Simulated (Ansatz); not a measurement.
Mulliken charges of BH2, SMILES `[BH2]` radical from r2SCAN/def2-TZVPP in Ansatz (PBE0-D4/def2-TZVP geometry).

```csv
atom,x (Å),y (Å),z (Å),charge (e)
B1,0.265,-0.167,0.130,-0.072
H2,0.292,1.015,0.271,0.036
H3,-0.557,-0.848,-0.401,0.036
```

Question: By hand: the dipole of these point charges (1 e Å = 4.8032 D).

Answer: Σ q r = (-0.029, 0.018, -0.014) e Å, of length 0.037 e Å = 0.18 D.

Question: How does the dipole of the full density compare? (Estimate.)

Answer: Computed: (-0.074, 0.047, -0.036) e Å, 0.46 D; the point charges give 0.39 times that, at 1° from its direction.

Point charges leave out the atoms' own dipoles, such as those of lone pairs, and Mulliken's split depends on the basis, so the two needn't agree.
